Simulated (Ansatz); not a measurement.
Basis-set extrapolation for `NC(N)(N)F` (PBE0-D4/def2-TZVP geometry, frozen core, Ansatz). Multiplicity 1, RHF reference.

|  | def2-TZVPP | def2-QZVPP |
| --- | --- | --- |
| HF | -304.291833 | -304.305913 |
| MP2 correlation | -1.058663 | -1.140297 |
| CCSD(T) correlation | -1.123537 | not run |

Energies in hartree. Use E(X) = E(∞) + A·exp(−7.88·√X) for Hartree–Fock and E(X) = E(∞) + B·X^(−2.97) for correlation, with X = 3 and 4, and add CCSD(T) minus MP2 of the smaller set to the MP2 limit.

Task: What is the CCSD(T) energy at the basis-set limit?

Result: HF limit: -304.305913 + (-0.014080) × 0.13774 = -304.30785. MP2 limit: -1.140297 + (-0.081634) × 0.74074 = -1.20077. Higher-order term: -1.123537 − (-1.058663) = -0.06487. Total: -305.57349 hartree, 99.2 kcal/mol below CCSD(T)/def2-TZVPP.
